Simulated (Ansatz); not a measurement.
Consider the atomization: `CCCC(CC)CC` → 8 C• + 18 H•.

Program: Ansatz. Geometries: PBE0-D4/def2-TZVP. ΔE: electronic, gas phase. CCSD(T)/CBS adds triple-zeta CCSD(T) − MP2 to the extrapolated MP2 energy (def2 sets, frozen cores). This one scheme is used for every species, atoms too. Functionals use def2-TZVPP. No spin–orbit coupling; open shells (•) take unrestricted orbitals. Spin–orbit coupling would lower the free atoms: a little for C. Each species was taken in one conformer, which may not be the lowest.

| species | r2SCANh-D4 energy (Eh) |
| --- | --- |
| `CCCC(CC)CC` | -315.61025 |
| C• | -37.83336 |
| H• | -0.49990 |

**Question.** Work out ΔE.

**Answer.** ΔE = 18 × (-0.49990) + 8 × (-37.83336) − (-315.61025) = 3.94517 Eh = +10358.0 kJ/mol. CCSD(T)/CBS gives +10369.1 kJ/mol.

Largest T1 diagnostic among the species: 0.009.

At CCSD(T), def2-SVP lies −350.9 kJ/mol from the extrapolated value and def2-TZVPP −203.9 kJ/mol: correlation converges slowly with the basis, and small sets miss more of it in the bonded molecule than in its fragments. From BLYP to BHLYP (50 % exact exchange), in def2-TZVPP and without D4, ΔE moves by −62.4 kJ/mol: exact exchange takes away binding that semilocal exchange gives to molecules.

For atomizations the MP2-based limit and the directly extrapolated one differ by several kJ/mol either way, and by 10 to 25 for some Ge, Se and Sn compounds, so smaller differences from it don't rank the levels.
